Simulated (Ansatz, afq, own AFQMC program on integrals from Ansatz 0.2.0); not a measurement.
Two steps: Ansatz 0.2.0 writes the Fock matrix and Cholesky factors of the valence space, and afq projects on them the lowest state that overlaps trial and start.

```yaml
crystal:
  periodic: [false, false, false]
  atoms:
    - {symbol: Si, position_ang: [0.000000, 0.030957, 0.632254]}
    - {symbol: O, position_ang: [0.000000, -0.098798, -1.012863]}
    - {symbol: H, position_ang: [0.000000, 0.705682, -1.539731]}
basis:
  gaussian: {orbitals: cc-pVDZ}
magnetization: {spin_polarized: true, initial_magnetization: 1}
correlation: {method: ccsd_t, electrons: outside_noble_gas, hamiltonian_folder: ham}
```

```sh
$ ansatz run in.yaml --threads 1 --pin off --events-out ev --progress --plain --max-ram 1382MiB
```

Options of the walk:

```
--method phaseless --trial cisd --walkers 60 --populations 1 --least-time 40 --time-step 0.005 --steps-per-block 50 --equilibration-blocks 28 --max-blocks 300 --target-error 0.0004 --factor-cut 1e-05 --start spin_pure --seed 6440 --release-times 0.24,0.51,0.99,1.62,2.4 --release-step 0.03 --release-every 4 --taylor-order 6
```

Times are imaginary, in 1/Eh. The walk had a cap of 774 s.

Log:

```
orbitals 31  electrons 6 5  factors 225 of 357
reference energy -364.35558513 Eh
CCSD correlation -0.27107164 Eh in 12 cycles, weight of the determinant in the CISD state 0.8882
energy of the start -364.625752 Eh
 block  time / (1/Eh)  mean weight  energy / Eh
     1     0.250  0.9962  -364.627162
     2     0.500  1.0023  -364.631344
     3     0.750  1.0027  -364.633327
     4     1.000  0.9968  -364.638290
     5     1.250  0.9996  -364.636852
     7     1.750  1.0000  -364.625959
     9     2.250  1.0004  -364.629367
    17     4.250  0.9998  -364.637545
    33     8.250  1.0005  -364.638905
    49    12.250  0.9980  -364.625946
    65    16.250  0.9998  -364.629240
    81    20.250  0.9985  -364.637077
    97    24.250  1.0006  -364.633208
   113    28.250  1.0009  -364.630099
   129    32.250  1.0001  -364.628928
   137    34.250  0.9959  -364.651915
   145    36.250  1.0028  -364.641120
   161    40.250  0.9985  -364.632812
   177    44.250  0.9997  -364.635518
   193    48.250  0.9988  -364.639747
   209    52.250  0.9985  -364.637783
   225    56.250  1.0011  -364.642281
   241    60.250  1.0008  -364.629890
   257    64.250  1.0014  -364.627756
   273    68.250  1.0018  -364.636783
   289    72.250  1.0024  -364.640040
   305    76.250  1.0004  -364.637674
   321    80.250  0.9965  -364.624439
blocks merged  error / Eh  count
     1  0.000422  300
     2  0.000498  150
     4  0.000631  75
     8  0.000675  37
    16  0.000624  18
    32  0.000525  9
released: time / (1/Eh)  energy / Eh  error  mean overlap
  0.24  -364.634564  0.000544  0.9933
  0.51  -364.635308  0.000546  0.9786
  0.99  -364.635354  0.000455  0.9878
  1.62  -364.635752  0.000702  0.9868
  2.40  -364.635200  0.000805  0.9947
energy -364.634360 +/- 0.000675 Eh
(rows thinned)
```

The run passed its tests (sampling time, drift between the halves within three errors, error under three times the target), which doesn't prove that it has relaxed.

Against this walk (error 18.4 meV) on the same determinant: CCSD(T) 24.9 meV higher (within the noise), CCSDT(Q) 13.8 meV lower (within the noise). The error is statistical and leaves out the bias of the constraint. Released to 2.40 1/Eh the energy moves by -23 ± 29 meV (both errors), within twice the noise.

Cautions: constraint bias not in the error; error above the target (18.4 against 10.9 meV).

The walk took 4.4 min on 1 thread of Arm Neoverse V2 (shared host). The log's last line is the phaseless energy.

CCSDT and higher add their correlation energy to the determinant of the CCSD(T) run, since their own runs factorise the integrals more tightly (a shift of under 2 meV). A walk keeps the symmetry of its determinant, which the program's search chose and which needn't be the lowest solution, so a lower state of the same spin and another symmetry isn't excluded.
